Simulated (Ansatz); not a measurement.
# B(H2S)H3 (BH5S): the relaxed shape and its frontier levels

What does B(H2S)H3 (BH5S) look like as a singlet, and where do its frontier electrons sit?

Computed with Ansatz 0.2.0, Gaussian basis. Level: RKS PBE0-D4/def2-TZVP.

Plan: relaxation at B3LYP-D4/def2-TZVP; a single point at PBE0-D4/def2-TZVP; harmonic vibrations at B3LYP-D4/def2-TZVP.

## 1. The system as given

7 atoms, charge 0, spin multiplicity 1.

Atoms are counted from 1 here; the program's logs count them from 0.

Bond lengths: B1–S2 2.040 Å, B1–H5 1.181 Å, B1–H6 1.184 Å, B1–H7 1.181 Å, S2–H3 1.336 Å, S2–H4 1.337 Å. Angles: S2–B1–H5 102.5°, S2–B1–H6 103.4°, S2–B1–H7 102.5°, H5–B1–H6 115.4°, H5–B1–H7 114.9°, H6–B1–H7 115.4°, B1–S2–H3 98.0°, B1–S2–H4 98.0°, H3–S2–H4 92.0°.

The start is a GFN2-xTB geometry.

## 2. Optimising with B3LYP-D4/def2-TZVP

File in.yaml:

```yaml
crystal:
  periodic: [false, false, false]
  atoms:
    - {symbol: B, position_ang: [0.127630, -0.217240, -0.817090]}
    - {symbol: S, position_ang: [0.134050, -0.231310, 1.222430]}
    - {symbol: H, position_ang: [0.506250, 1.037510, 1.415020]}
    - {symbol: H, position_ang: [-1.154430, 0.067690, 1.414850]}
    - {symbol: H, position_ang: [1.280190, -0.216980, -1.075620]}
    - {symbol: H, position_ang: [-0.453000, 0.779570, -1.081760]}
    - {symbol: H, position_ang: [-0.440700, -1.219250, -1.077830]}
basis:
  gaussian: {orbitals: def2-TZVP}
hamiltonian: {xc: {name: B3LYP}, dispersion: d4}
scf: {omitted_lower_state_checks: [starts]}
output: {orbitals: {seedname: orbitals}}
relax: {f_tol: 0.02, max_steps: 100}
```

On the command line:

```sh
$ ansatz run in.yaml --threads 4 --pin off --events-out ev --progress --plain --max-ram 3916MiB
```

After this run come: Single point, PBE0-D4/def2-TZVP; Vibrations by finite differences.

**Question.** What will the summary of the whole plan be? Wanted: point group; B–S bond; HOMO, LUMO at PBE0-D4/def2-TZVP; dipole at B3LYP-D4/def2-TZVP; lowest, highest wavenumber.

As calculated:

| quantity | value |
| --- | --- |
| point group | Cs |
| B–S bond | 2.030 Å |
| HOMO, LUMO at PBE0-D4/def2-TZVP | -8.41, -0.34 eV |
| dipole at B3LYP-D4/def2-TZVP | 3.81 D |
| lowest, highest wavenumber | 231, 2663 cm⁻¹ |

**Reading.** The molecule keeps its bonding pattern by the stored test; the atoms moved 0.06 Å (rms). All wavenumbers are real: a minimum at this level. The point group is read from a loosely relaxed geometry; soft torsions can leave it below the true symmetry.
